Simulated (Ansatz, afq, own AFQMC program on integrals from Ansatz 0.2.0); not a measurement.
## HBrCl, doublet in cc-pVTZ, levels against CCSDT(Q)

```json
{"atom": "Br", "x (Å)": "0.0000", "y (Å)": "0.0000", "z (Å)": "-1.6303"}
{"atom": "H", "x (Å)": "0.0000", "y (Å)": "0.0000", "z (Å)": "0.0817"}
{"atom": "Cl", "x (Å)": "0.0000", "y (Å)": "0.0000", "z (Å)": "1.5487"}
```

Connectivity, by distances: Br ··· Cl, 1 bridging H.

Basis cc-pVTZ. Only valence electrons are correlated. Ansatz 0.2.0 and our own AFQMC program on the same integrals; the CISD trial comes from CCSD amplitudes, and released means the phaseless constraint is let go. Error bars are statistical, one sigma. No spin–orbit coupling.

Determinant: UHF, the one that the program's search chose, which needn't be the lowest solution. The geometry is a point of a scan.

No full CI on the walks' own integrals is used here; CCSDT(Q) serves as the reference and is uncertain by about the last step of the cluster series.

Cautions: no relativity below Rb; no spin-orbit coupling; inner d shell frozen; unrestricted determinant slightly spin contaminated (⟨S²⟩ 0.80 against 0.75).

The T1 diagnostic is 0.0136, the weight of the determinant in the CISD state is 0.851 and the ⟨S²⟩ of the determinant is 0.802. The size of the correlated space is 15 electrons in 72 orbitals.

```tsv
level	correlation energy (eV)
MP2	-9.5504
CCSD	-10.6244
CCSD(T)	-11.0315
```

Task: Estimate where phaseless AFQMC with a CISD trial lies against CCSD(T) on the same integrals.

Result: 38.0 ± 5.9 meV below CCSD(T).

Reference: CCSDT(Q), correlation energy -11.083 eV. The released energy is read at 1.50 1/Eh (meV from the phaseless value at times in 1/Eh: -13 ± 6 at 0.24, -5 ± 5 at 0.51, -15 ± 6 at 0.99, -12 ± 8 at 1.50).

| level | E − E(reference) (meV) | share of correlation (%) |
| --- | --- | --- |
| CCSD(T) | 51.1 | 99.54 |
| CCSDT | 18.4 | 99.83 |
| ph-AFQMC/CISD | 13.1 ± 5.9 | 99.88 |
| released AFQMC | 0.7 ± 8.4 | 99.99 |

A walk keeps the symmetry of its determinant, which the program's search chose and which needn't be the lowest solution, so a lower state of the same spin and another symmetry isn't excluded. Released energies are given only where the last usable release times agree within the noise; a slower fall can still hide under it.
